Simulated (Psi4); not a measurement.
Process, species as SMILES: CCl (CH3-Cl) → [CH2-]Cl + H+
B3LYP-D3(BJ)/def2-TZVP geometries, fixed; electronic energies without zero-point terms.

Effect of the integral screening threshold at M06-2X/aug-cc-pV(T+d)Z with Psi4, against the last row, where the deprotonation energy is 403.95 kcal/mol.

| setting | largest shift of a total energy (mEh) | shift of the deprotonation energy (kcal/mol) |
|---|---|---|
| ints_tolerance: 1e-6 | 0.000 | 0.000 |
| ints_tolerance: 1e-8 | 0.000 | 0.000 |
| ints_tolerance: 1e-10 | 0.000 | 0.000 |
| ints_tolerance: 1e-14 | 0.000 | 0.000 |

Within 0.02 kcal/mol in the deprotonation energy: ints_tolerance: 1e-6; ints_tolerance: 1e-8; ints_tolerance: 1e-10. The largest shift is 0.000 mEh in a total energy and 0.000 kcal/mol in the difference.
